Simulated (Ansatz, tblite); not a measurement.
Cost and result up the ladder for the cluster Al3H4⁻ (7 atoms). Charge -1, multiplicity 1. Geometry: r2SCAN-D4/def2-TZVPD.

Cartesian coordinates in Å:
```
Al -0.618 -0.506 -0.924
Al 0.129 -0.441 1.667
Al 1.035 1.385 0.062
H -2.137 -0.128 -1.347
H 1.691 0.042 1.002
H -0.060 -1.656 -1.922
H -0.040 1.304 1.461
```

Ansatz on 4 threads of Arm Neoverse V2 on a shared host; xTB runs through tblite on one thread. Times are rough, summed over both states, and most runs start from the orbitals of an earlier one. No level here is sound enough to serve as a yardstick. The other state is a doublet.

The xTB rows come from tblite. The structure comes from a short search, and lower isomers may exist.

Raw xTB energies of ions are shifted by several eV.

```
                          level  functions  wall time  vertical IE (eV)                                                                   remarks
                       GFN2-xTB         31    0.007 s              4.82                                                                         –
                       GFN1-xTB         35    0.008 s              5.85                                                                         –
PBE-D4/def2-TZVPD (with forces)        165      4.4 s              1.95  HOMO above zero (-1 singlet), restricted SCF unstable in HF (-1 singlet)
             PBE0-D4/def2-TZVPD        165      5.1 s              1.94                                restricted SCF unstable in HF (-1 singlet)
           r2SCAN-D4/def2-TZVPD        165      9.6 s              1.88  HOMO above zero (-1 singlet), restricted SCF unstable in HF (-1 singlet)
```
